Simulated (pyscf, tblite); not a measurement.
`[NH2][SiH]([F])[Cl]` + `[H]` [doublet] -> `[NH2][Si]([F])[Cl]` [doublet] + `[H][H]`: energy along the mass-weighted descent from the GFN2-xTB with spin polarisation saddle (tblite), relative to the relaxed reactant side, a complex of the molecules.

(s (amu^1/2 bohr), E (kcal/mol)): (-2.40, 0.3); (-2.34, 0.3); (-2.29, 0.3); (-2.23, 0.3); (-2.16, 0.4); (-2.10, 0.4); (-1.99, 0.5); (-1.88, 0.7); (-1.78, 0.8); (-1.64, 1.1); (-1.43, 1.5); (-1.14, 2.4); (-0.600, 9.4); (0.120, 15.3); (0.244, 15.2); (0.368, 15.1); (0.453, 15.0); (0.545, 14.9); (0.631, 14.8); (0.693, 14.8); (0.769, 14.8)

**Question.** The GFN2-xTB with spin polarisation barrier from the reactant side is 15.4 kcal/mol. What does ωB97X-D3(BJ) (PySCF) give from its own reactant-side minimum, in def2-SVP and in def2-TZVP?

**Answer.** 6.1 kcal/mol in the double-zeta basis after reoptimising the saddle, and 6.5 kcal/mol in the triple-zeta single point, so the tight-binding barrier lies 8.9 kcal/mol over the latter. The imaginary mode goes from 866i to 1180i cm⁻¹.
